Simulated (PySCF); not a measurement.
**Simulated absorption spectrum**

Compound: C4H7N.
Structure used (GFN2-xTB), in Å, numbered top down from 1:
```xyz
12
C4H7N angstrom
C      1.9986    0.4134    0.3845
C      0.8809    0.1919   -0.2815
C     -0.2419   -0.6706    0.2102
C     -1.3796    0.2088    0.6620
N     -2.5461    0.2656    0.2140
H      2.1924   -0.0473    1.3396
H      2.7702    1.0595    0.0021
H      0.7063    0.6718   -1.2355
H      0.0917   -1.2675    1.0625
H     -0.5843   -1.3382   -0.5856
H     -1.1380    0.8875    1.4760
H     -2.7489   -0.3757   -0.5537
```

Theory: TDDFT PBE0/def2-SVPD, vertical, gas phase, core orbitals frozen in the response (PySCF).

Computed states:

```csv
state,E (eV),f
S1,5.04,0.011
S2,6.61,0.0051
S3,6.67,0.185
S4,7.14,0.027
S5,7.48,0.059
S6,7.54,0.097
```

Broadening: Gaussians 0.5 eV wide at half height, area fixed by f = 4.319×10⁻⁹ ∫ε dν̃. The width is an assumption, not a result. The curve ends short of the highest state used, and states not computed would add to its high-energy end.

(1) What does the envelope look like, and where are its maxima?

(2) On this curve, what absorbance would a 10⁻³ mol/L sample give at 222 nm over a 1 cm path?

(3) Coming from long wavelengths, where does ε first pass 100 L mol⁻¹ cm⁻¹?

(4) Does any computed singlet lie in the visible range?

## Answers

(1) 
```tsv
E (eV)	ε (L mol⁻¹ cm⁻¹)
4.29	1
4.37	4
4.44	11
4.52	30
4.59	64
4.67	134
4.74	225
4.82	358
4.90	494
4.97	582
5.05	615
5.12	575
5.20	465
5.27	344
5.35	214
5.42	125
5.50	60
5.58	25
5.65	10
5.73	4
5.80	4
5.88	12
5.95	37
6.03	121
6.11	345
6.18	771
6.26	1692
6.33	2995
6.41	5040
6.48	7079
6.56	9152
6.63	10226
6.71	10229
6.79	9021
6.86	7408
6.94	5589
```

Maxima: 246 nm (5.04 eV), ε about 620, made up of S1 (100%); 186 nm (6.67 eV), ε about 10000, made up of S3 (96%) (ε in L mol⁻¹ cm⁻¹; maxima over ε = 5, shares over 10%).

(2) 222 nm is 5.585 eV, where ε is about 23 L mol⁻¹ cm⁻¹, so A = ε c l ≈ 0.023 (Beer–Lambert, with the gas-phase spectrum and the assumed width).

(3) At about 267 nm (4.64 eV), 0.40 eV below S1.

(4) No computed singlet lies in the visible range (380 to 750 nm); the lowest, at 246 nm, stands 1.78 eV above its violet end (3.26 eV).

One conformer stands for the species.
